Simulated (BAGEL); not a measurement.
**C3H3NO (SMILES O=C1CC=N1) at B3LYP/def2-SVP (density fitting with qzvpp-jkfit)**

Aim: the energy change on altering one bond length of C3H3NO at B3LYP/def2-SVP (density fitting with qzvpp-jkfit), from 2 runs. 

The results are computed with BAGEL 1.2.2.

2 further runs of the same task are left out: 1 that didn't finish, 1 set aside as unsound or not needed.

## (1) Starting point

The species is C3H3NO (8 atoms), meant as a singlet with charge 0. As SMILES, `O=C1CC=N1`. The coordinates come from a GFN2-xTB relaxation.

Bond lengths: O1–C2 1.183 Å, C2–C3 1.546 Å, C3–C4 1.499 Å, C2–N5 1.446 Å, C4–N5 1.287 Å, C3–H6 1.089 Å, C3–H7 1.089 Å, C4–H8 1.077 Å. Some angles: O1–C2–C3 136.5°, O1–C2–N5 132.8°, C3–C2–N5 90.7°, C2–C3–C4 79.4°, C3–C4–N5 99.4°, C2–N5–C4 90.5°, C2–C3–H6 116.0°, C2–C3–H7 115.7°, C4–C3–H6 116.9°, C4–C3–H7 116.6°. A long bond or contact: C2–C4 1.945 Å.

## (2) A single-point energy at B3LYP/def2-SVP (density fitting with qzvpp-jkfit)

dft.json reads:

```json
{ "bagel": [

{
  "title": "molecule",
  "basis": "svp",
  "df_basis": "qzvpp-jkfit",
  "angstrom": true,
  "geometry": [
    { "atom": "O", "xyz": [      -1.310690,       1.755900,      -0.452100 ] },
    { "atom": "C", "xyz": [      -0.749400,       0.726560,      -0.295620 ] },
    { "atom": "C", "xyz": [       0.574920,       0.258930,       0.350810 ] },
    { "atom": "C", "xyz": [       0.031030,      -1.048240,      -0.142430 ] },
    { "atom": "N", "xyz": [      -1.068160,      -0.633920,      -0.668540 ] },
    { "atom": "H", "xyz": [       1.489090,       0.620860,      -0.117300 ] },
    { "atom": "H", "xyz": [       0.642230,       0.382030,       1.430850 ] },
    { "atom": "H", "xyz": [       0.390980,      -2.062120,      -0.105670 ] }
  ]
},

{
  "title": "ks",
  "xc_func": "b3lyp"
},

{
  "title": "print",
  "file": "orbitals.molden",
  "orbitals": true
}

]}
```

Command:

```
$ BAGEL_NUM_THREADS=1 BAGEL dft.json > dft.out
```

The log of the run:

```text
* using 1 threads per process

  ===============================================================
  ===============================================================

  *** Geometry ***

  { "atom" : "O", "xyz" : [     -2.476845,      3.318170,     -0.854345 ] },
  { "atom" : "C", "xyz" : [     -1.416161,      1.372999,     -0.558641 ] },
  { "atom" : "C", "xyz" : [      1.086441,      0.489307,      0.662935 ] },
  { "atom" : "C", "xyz" : [      0.058638,     -1.980887,     -0.269154 ] },
  { "atom" : "N", "xyz" : [     -2.018530,     -1.197935,     -1.263358 ] },
  { "atom" : "H", "xyz" : [      2.813972,      1.173255,     -0.221665 ] },
  { "atom" : "H", "xyz" : [      1.213639,      0.721932,      2.703915 ] },
  { "atom" : "H", "xyz" : [      0.738845,     -3.896842,     -0.199687 ] },

  Number of auxiliary basis functions:      433

  Since a DF basis is specified, we compute 2- and 3-index integrals:
    o Being stored without compression. Storage requirement is 0.025 GB

  Number of basis functions:       85
  Number of electrons      :       36

    * METHOD: MOLECULE                             0.21

  *** Kohn-Sham DFT ***

    * Removing 16194 points whose weight is below 1.00e-10
    * Grid points: 103054

  === Nuclear Repulsion ===
   155.4231839265

       - DIIS with orbital gradients will be used.

  === KS iteration (b3lyp / svp) ===
      0       -209.72064518          0.14656764           0.34
      1       -184.86468324          0.20648964           0.33
      2       -198.09037921          0.17345650           0.33
      3       -233.61118755          0.13810521           0.35
      4       -241.77311415          0.08352444           0.32
      5       -245.26736184          0.03227359           0.33
      6       -244.96014672          0.04091056           0.32
      7       -245.74096901          0.01544590           0.32
      8       -245.84072950          0.00529797           0.32
      9       -245.84815469          0.00328566           0.32
     10       -245.85287547          0.00029330           0.34
     11       -245.85286221          0.00033652           0.34
     12       -245.85291359          0.00003442           0.33
     13       -245.85291377          0.00002847           0.33
     14       -245.85291410          0.00000712           0.33
     15       -245.85291413          0.00000151           0.32
     16       -245.85291413          0.00000081           0.32
     17       -245.85291413          0.00000020           0.32
     18       -245.85291413          0.00000009           0.33
     19       -245.85291413          0.00000004           0.32
     20       -245.85291413          0.00000001           0.32
     21       -245.85291413          0.00000000           0.33
    * SCF iteration converged.

    * Permanent dipole moment:
           (   -1.286516,     0.701432,    -0.592609) a.u.

    * METHOD: KS                                   7.80

    * METHOD: PRINT                                0.02

  ===============================================================
```

It took 8.4 s on 1 thread of Arm Neoverse V1, shared host; peak memory 0.4 GiB.

## (3) The distorted shape

calc.json reads:

```json
{ "bagel": [

{
  "title": "molecule",
  "basis": "svp",
  "df_basis": "qzvpp-jkfit",
  "angstrom": "true",
  "geometry": [
    { "atom": "O", "xyz": [   -1.391465,    1.608175,   -1.748195 ] },
    { "atom": "C", "xyz": [   -0.830175,    0.578835,   -1.591715 ] },
    { "atom": "C", "xyz": [    0.494145,    0.111205,   -0.945285 ] },
    { "atom": "C", "xyz": [   -0.049745,   -1.195965,   -1.438525 ] },
    { "atom": "N", "xyz": [   -1.148935,   -0.781645,   -1.964635 ] },
    { "atom": "H", "xyz": [    1.408315,    0.473135,   -1.413395 ] },
    { "atom": "H", "xyz": [    0.642230,    0.382030,    1.430850 ] },
    { "atom": "H", "xyz": [    0.310205,   -2.209845,   -1.401765 ] }
  ]
},
{
  "title": "ks",
  "xc_func": "b3lyp"
},
{
  "title": "print",
  "file": "orbitals.molden",
  "orbitals": "true"
}

]}
```

Command:

```
$ BAGEL_NUM_THREADS=1 BAGEL calc.json > calc.out
```

The log of the run:

```text
* using 1 threads per process

  ===============================================================
  ===============================================================

  *** Geometry ***

  { "atom" : "O", "xyz" : [     -2.629488,      3.039010,     -3.303610 ] },
  { "atom" : "C", "xyz" : [     -1.568803,      1.093840,     -3.007905 ] },
  { "atom" : "C", "xyz" : [      0.933799,      0.210147,     -1.786330 ] },
  { "atom" : "C", "xyz" : [     -0.094004,     -2.260046,     -2.718418 ] },
  { "atom" : "N", "xyz" : [     -2.171172,     -1.477095,     -3.712622 ] },
  { "atom" : "H", "xyz" : [      2.661330,      0.894096,     -2.670929 ] },
  { "atom" : "H", "xyz" : [      1.213639,      0.721932,      2.703915 ] },
  { "atom" : "H", "xyz" : [      0.586202,     -4.176002,     -2.648952 ] },

  Number of auxiliary basis functions:      433

  Since a DF basis is specified, we compute 2- and 3-index integrals:
    o Being stored without compression. Storage requirement is 0.025 GB

  Number of basis functions:       85
  Number of electrons      :       36

    * METHOD: MOLECULE                             0.22

  *** Kohn-Sham DFT ***

    * Removing 15093 points whose weight is below 1.00e-10
    * Grid points: 104155

  === Nuclear Repulsion ===
   152.0288544294

       - DIIS with orbital gradients will be used.

  === KS iteration (b3lyp / svp) ===
      0       -210.16170412          0.14554231           0.36
      1       -186.26564949          0.19609194           0.33
      2       -199.29016964          0.17029346           0.35
      3       -239.12266160          0.10984674           0.35
      4       -242.04345102          0.07843963           0.34
      5       -244.74666995          0.03603856           0.33
      6       -245.15632362          0.02861030           0.35
      7       -245.66843505          0.00528034           0.32
      8       -245.62685916          0.00811067           0.35
      9       -245.68177221          0.00282646           0.34
     10       -245.68557974          0.00098086           0.34
     11       -245.68610415          0.00028763           0.35
     12       -245.68610223          0.00028064           0.33
     13       -245.68614797          0.00007818           0.32
     14       -245.68613986          0.00012125           0.33
     15       -245.68615266          0.00001003           0.33
     16       -245.68615273          0.00000405           0.34
     17       -245.68615274          0.00000172           0.33
     18       -245.68615274          0.00000154           0.33
     19       -245.68615274          0.00000029           0.32
     20       -245.68615274          0.00000020           0.33
     21       -245.68615274          0.00000023           0.33
     22       -245.68615274          0.00000004           0.34
     23       -245.68615274          0.00000006           0.34
     24       -245.68615274          0.00000002           0.33
     25       -245.68615274          0.00000000           0.33
    * SCF iteration converged.

    * Permanent dipole moment:
           (   -1.055130,     0.848455,    -0.028048) a.u.

    * METHOD: KS                                   9.36

    * METHOD: PRINT                                0.02

  ===============================================================
```

It took 9.9 s on 1 thread of Arm Neoverse V1, shared host; peak memory 0.41 GiB.

## (4) Outcome

At B3LYP/def2-SVP (density fitting with qzvpp-jkfit):

```
                                                         quantity          value
                                        first shape: total energy  -245.85291 Eh
                                       first shape: dipole moment         4.02 D
                                         first shape: HOMO energy       -7.21 eV
                                         first shape: LUMO energy       -2.01 eV
                                       first shape: HOMO–LUMO gap        5.20 eV
                                    distorted shape: total energy  -245.68615 Eh
                                   distorted shape: dipole moment         3.44 D
                                     distorted shape: HOMO energy       -7.32 eV
                                     distorted shape: LUMO energy       -4.17 eV
                                   distorted shape: HOMO–LUMO gap        3.16 eV
energy change with the C3–H7 bond stretched from 1.089 to 2.396 Å       4.538 eV
```

One bond (distorted shape) is far stretched, which a spin-restricted single reference describes badly; a broken-symmetry solution may lie lower. With the C3–H7 bond stretched from 1.089 to 2.396 Å the energy rises by 4.54 eV (438 kJ/mol). The first shape isn't relaxed at this level, so the change isn't measured from a minimum. A restricted reference can't describe the breaking bond well at this length.
